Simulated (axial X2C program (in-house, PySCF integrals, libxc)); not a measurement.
Bond lengths and stretching modes, held linear, of SiNC⁻

Computed with an axial X2C code built on PySCF integrals: two-component X2C with atomic mean-field Coulomb and Gaunt terms, Gaussian nuclei, basis Si dyall-v3z, N dyall-av3z, C dyall-v3z with contracted cores. Spin-free rows use the one-electron spin-free X2C Hamiltonian.

Masses Si 27.977, N 14.003, C 12.000 u. States: 2c Ω = 1 (beyond evenly filled blocks: ω = -1/2, ω = 3/2); spin-free M_S = 1, Λ = 0 (beyond evenly filled blocks: π+α, π-α).

LDA, spin-free: energies above the lowest point

```csv
r(Si–N) (Å),r(N–C) (Å),E (meV)
1.7735,1.1485,70.97
1.7735,1.1780,0.00
1.7735,1.2074,12.21
1.8190,1.1485,70.04
1.8190,1.1780,6.23
1.8190,1.2074,26.07
1.8190,1.2369,113.63
1.8645,1.1485,94.84
1.8645,1.1780,37.23
1.8645,1.2074,63.72
1.9100,1.1780,86.71
1.9100,1.2369,219.86
```

Q: Fit a quadratic surface with cubic terms in each bond: where is the minimum, and what are the two stretching wavenumbers?

A: At LDA, spin-free: bonds 1.782 and 1.187 Å; harmonic stretches 539.7 and 1937.2 cm⁻¹; force constants 2.32, 14.5 and coupling 0.80 mdyn/Å.

The other levels and Hamiltonians give:

| Hamiltonian | level | r(Si–N) (Å) | r(N–C) (Å) | lower stretch (cm⁻¹) | upper stretch (cm⁻¹) |
| --- | --- | --- | --- | --- | --- |
| 2c | PBE0 | 1.816 | 1.177 | 508.3 | 2030.9 |
| 2c | HF | 1.856 | 1.152 | 464.7 | 2195.6 |
| 2c | LDA | 1.782 | 1.187 | 539.6 | 1937.1 |
| 2c | MP2 | 1.890 | 1.175 | 445.8 | 2409.4 |
| spin-free | PBE0 | 1.816 | 1.177 | 508.4 | 2030.9 |
| spin-free | HF | 1.856 | 1.152 | 464.7 | 2195.5 |
| spin-free | MP2 | 1.890 | 1.175 | 445.8 | 2409.9 |

Each state is one determinant, the lowest of a limited PBE0 search; the stretches come from a fit to these few points and carry an uncertainty of a few per cent. Other orders of the atoms were not compared. The levels spread by more than a fifth, so the stretches depend strongly on the method. MP2 freezes inner shells (threshold -2 hartree). For an anion the highest level of a functional can be positive, and the basis then holds the extra electron. The molecule was held linear; bending was not examined, so a bent shape may lie lower. Open-shell Ω = 0 determinants with evenly filled partner blocks cannot be reached by this program, so the Ω shown need not be the lowest component. Note: several unpaired electrons, one determinant need not be a pure state.
